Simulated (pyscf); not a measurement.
Four-centre exchange: trifluoromethyl (F–C•(F)–F) + hydrogen fluoride (HF) → hydrogen fluoride (HF) + trifluoromethyl (F–C•(F)–F)

Gas phase, doublet surface, charge 0. Bonds broken: F1–C2, F5–H6. Bonds formed: F1–H6, C2–F5. Structures and frequencies: ωB97X-D3(BJ)/def2-SVP in PySCF.

Transition state (Å):

```xyz
6

F     -0.0604     0.3939     1.2011
C      0.2315     0.3824    -0.7330
F      0.9657     1.4263    -0.7171
F     -0.9941     0.6258    -1.0002
F      0.8565    -1.2430     0.0389
H      0.3841    -0.5123     0.9766
```

One imaginary mode, 622i cm⁻¹; descent along it reached the two sides named.

```json
[
 {"bond": "F1–C2", "change": "breaks", "reactant side (Å)": "1.331", "saddle": "1.956", "product side": "3.0"},
 {"bond": "F5–H6", "change": "breaks", "reactant side (Å)": "0.925", "saddle": "1.279", "product side": "2.113"},
 {"bond": "F1–H6", "change": "forms", "reactant side (Å)": "2.107", "saddle": "1.034", "product side": "0.924"},
 {"bond": "C2–F5", "change": "forms", "reactant side (Å)": "2.9", "saddle": "1.905", "product side": "1.330"}
]
```

Electronic energies relative to the separated reactants (kcal/mol):

| level | barrier | reaction energy | reverse barrier |
|---|---|---|---|
| ωB97X-D3(BJ)/def2-TZVP | 58.0 | 0.0 | 58.0 |
| PBE/def2-TZVP | 46.8 | 0.0 | 46.8 |
| r²SCAN/def2-TZVP | 51.2 | 0.0 | 51.2 |
| B3LYP-D3(BJ)/def2-TZVP | 53.8 | 0.0 | 53.8 |
| PBE0-D3(BJ)/def2-TZVP | 57.3 | 0.0 | 57.3 |
| M06-2X/def2-TZVP | 61.9 | 0.0 | 61.9 |
| ωB97M-D3(BJ)/def2-TZVP | 56.4 | 0.0 | 56.4 |
| HF/def2-TZVP | 83.6 | 0.0 | 83.6 |

With ωB97M-D3(BJ)/def2-TZVP energies and thermal terms (ideal gas, 1 atm, RRHO with modes under 100 cm⁻¹ raised to 100, one conformer, R ln 2 for rigid chiral ones), in kcal/mol:

| T (K) | ΔH‡ | ΔG‡ | ΔH | ΔG |
|---|---|---|---|---|
| 298 | 55.1 | 64.0 | 0.0 | 0.0 |
| 600 | 55.0 | 73.1 | 0.0 | 0.0 |
| 900 | 55.3 | 82.1 | 0.0 | 0.0 |
| 1200 | 55.7 | 91.0 | 0.0 | 0.0 |

The same reactants have a lower exit, to F–C(F)(F)–F + H• (barrier +47.9 kcal/mol at ωB97M-D3(BJ), against +56.4 kcal/mol here). This is the saddle that the search found; another between the same sides may lie lower.
